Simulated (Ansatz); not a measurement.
NH₃, singlet in 6-31G: errors against full CI

Geometry: a point of a stretch scan, not a stationary point.

```xyz
4

N     0.0172    0.0299   -0.0803
H     0.9554    0.0429    0.3001
H    -0.4658    0.8382    0.2918
H    -0.7283   -1.2961    0.5244
```

Basis 6-31G; Ansatz 0.2.0. Only valence electrons are correlated (noble-gas cores frozen), which leaves 8 electrons in 14 orbitals. R marks a restricted (for open shells ROHF) determinant, U an unrestricted one. Active spaces: valence = (8e, 7o) chosen from the atoms' valence shells; pair = (2e, 2o) about the gap.

Full CI is exact within this basis and frozen core; it isn't the basis-set limit. The frozen core follows each run's orbitals, which can shift R against U totals by a few meV.

Unrestricted rows (U) aren't spin-pure: their determinants' ⟨S²⟩ exceeds S(S+1) by up to 0.49, so they mix in states of higher spin.

The UHF ⟨S²⟩ is 0.487 and the T1 diagnostic (RCCSD) is 0.0154. The largest doubles amplitude (RCCSD) is 0.131.

```
                   level  E − E(full CI) (kcal/mol)  share of correlation (%)  wall time
                     RHF                     100.66                      0.00          –
                     UHF                      93.42                      7.19          –
                    RMP2                      16.18                     83.93          –
                    UMP2                      27.62                     72.56          –
                    CISD                       8.51                     91.54     0.18 s
                   RCCSD                       2.55                     97.47          –
                   UCCSD                       2.76                     97.26          –
                RCCSD(T)                       0.41                     99.59     0.18 s
                UCCSD(T)                       0.94                     99.07     0.39 s
                 BCCD(T)                       0.45                     99.55     0.21 s
                  RCCSDT                       0.30                     99.70          –
                  UCCSDT                       0.33                     99.67          –
                  CISDTQ                       0.34                     99.66     0.45 s
               RCCSDT(Q)                       0.00                    100.00     0.39 s
               UCCSDT(Q)                       0.00                    100.00        2 s
                 RCCSDTQ                       0.03                     99.97      1.6 s
                 UCCSDTQ                       0.03                     99.97       14 s
     CASSCF (pair space)                      68.82                     31.63          –
     NEVPT2 (pair space)                       8.31                     91.75     0.09 s
     MRCISD (pair space)                       3.50                     96.52          –
   MRCISD+Q (pair space)                       0.72                     99.29     0.18 s
  CASSCF (valence space)                      33.89                     66.33          –
  NEVPT2 (valence space)                       6.32                     93.72     0.51 s
  MRCISD (valence space)                       0.77                     99.24          –
MRCISD+Q (valence space)                       0.07                     99.93     0.87 s
```

The correlation energy at full CI, counted from RHF, is -4.365 eV. That run took 1.4 s on 1 thread of Arm Neoverse V2, shared host over 501,761 determinants.

Times hold each run's SCF and search for its determinant on a shared host, so for small cases they say little of a method's own cost; they ran on 1 thread of Arm Neoverse V2.

The full-CI state has the irrep A' of Cs, in the program's axes.

Natural occupations of full CI about the gap: 1.983 1.971 1.967 1.861 0.136 0.027 0.026 0.015 0.005 0.004; effectively unpaired electrons, Σ n²(2−n)², 0.15.
